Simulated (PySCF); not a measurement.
# SiC (triplet): the SCF solver's settings

The same problem is solved with other solver options, one edit a run.

Program: PySCF 2.14.0. Level of theory: method and basis as typed in the scripts. These are calculated values, not measurements.

3 further runs of the same task are left out: 3 that didn't finish.

## Step 1: Starting geometry

SiC (triplet): 2 atoms, charge 0, spin multiplicity 3.

Bond lengths: Si1–C2 1.889 Å.

## Step 2: Base script

input.py reads:

```python
from pyscf import gto, dft

mol = gto.M(
    atom='Si 0 0 0; C 0 0 1.889',
    basis='6-311++g**',
    charge=0,
    spin=2,
    verbose=4,
)
mf = dft.UKS(mol, xc='revpbe')
mf.kernel()
mf.dip_moment()
print('orbital energies (hartree):', [e[max(0, n-3):n+3].round(4) for e, n in zip(mf.mo_energy, mol.nelec)])
```

Launch:

```bash
$ OMP_NUM_THREADS=1 python input.py
```

Its log is not repeated here.

Base result: E(SCF) = -327.310339 Eh, 10 cycles, ⟨S²⟩ = 2.006, μ = 2.26 D.

The bond length is a typed value, not an optimised one. The triplet is typed in the script; nothing here shows that it is the ground state.

## Step 3: Initial guess 1e

Variant 1 changes initial guess: minao → 1e.

input.py reads:

```python
from pyscf import gto, dft

mol = gto.M(
    atom='Si 0 0 0; C 0 0 1.889',
    basis='6-311++g**',
    charge=0,
    spin=2,
    verbose=4,
)
mf = dft.UKS(mol, xc='revpbe')
mf.init_guess = '1e'
mf.kernel()
mf.dip_moment()
print('orbital energies (hartree):', [e[max(0, n-3):n+3].round(4) for e, n in zip(mf.mo_energy, mol.nelec)])
```

Launch:

```bash
$ OMP_NUM_THREADS=1 python input.py
```

## Step 4: Initial guess vsap

Variant 2 changes initial guess: minao → vsap.

Changes to input.py since step 2:

```diff
@@ -10,2 +10,3 @@
 mf = dft.UKS(mol, xc='revpbe')
+mf.init_guess = 'vsap'
 mf.kernel()
```

## Step 5: Smearing width 0.005 hartree

Variant 3 changes smearing width: none → 0.005 hartree.

Changes to input.py since step 2:

```diff
@@ -1,2 +1,2 @@
-from pyscf import gto, dft
+from pyscf import gto, dft, scf
 
@@ -10,2 +10,3 @@
 mf = dft.UKS(mol, xc='revpbe')
+mf = scf.addons.smearing_(mf, sigma=0.005, method='fermi')
 mf.kernel()
```

Before running it: what results should come out? Wanted: for each run, E(SCF); from base; gap, α spin; SCF dipole.

The runs gave:

```csv
run,E(SCF) (hartree),from base (eV),cycles,"gap, α spin (eV)",SCF dipole (D)
base,-327.310339,0,10,2.41,2.26
initial guess 1e,-327.315042,-0.1280,21,2.57,1.86
initial guess vsap,-327.315042,-0.1280,13,2.57,1.86
smearing width 0.005 hartree,-327.284391,not comparable,11,n/a,2.08
```

Distance from each run's final energy (log10 hartree) by cycle:

```csv
run,cycle 1,cycle 2,cycle 3,cycle 5,cycle 8,cycle 12
base,-1.7,-0.3,-2.3,-4.7,-8.1,done
initial guess 1e,2.0,1.6,1.5,1.2,-0.2,-1.0
initial guess vsap,-0.5,0.3,-0.5,-1.8,-4.6,-9.5
smearing width 0.005 hartree,-1.5,0.0,-2.3,-5.7,-7.2,done
```

What this shows: The largest comparable shift of the SCF energy, -0.128 eV, comes with the run “initial guess 1e”. With initial guess 1e the SCF ends in another solution, 0.13 eV lower: the path to self-consistency decides the state here. With initial guess vsap the SCF ends in another solution, 0.13 eV lower: the path to self-consistency decides the state here.
